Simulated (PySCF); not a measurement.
Gas-phase reaction: 2 AlHCl₂ → AlCl + H₂ + AlCl₃

Energies from PySCF (xtb for GFN2), thermal terms from the rigid-rotor harmonic-oscillator model, ideal gas at 1 bar. † marks an energy on the PBE0/def2-TZVP geometry and frequencies; other levels use their own. MP2 freezes the core. 6-31G* has spherical d functions here. All species are closed-shell singlets. AlHCl₂: computed as isolated molecules; such fragments, hydroxides, amides, oligomers or adducts are transient or little studied in the gas. MP2 isn't extrapolated to the basis-set limit.

GFN2-xTB gives ΔH°(298 K) = 286 kJ.

What do HF/6-31G*, M06-2X/def2-TZVP†, MP2/def2-SVP† give?

HF/6-31G*: 90 kJ; M06-2X/def2-TZVP†: 66 kJ; MP2/def2-SVP†: 93 kJ. For scale, ΔH°(298 K) is 286 kJ at this level, 74 kJ at ωB97M-V/def2-TZVP†, and runs from 61 to 286 kJ over the 20 levels computed († marks an energy on the PBE0/def2-TZVP geometry).
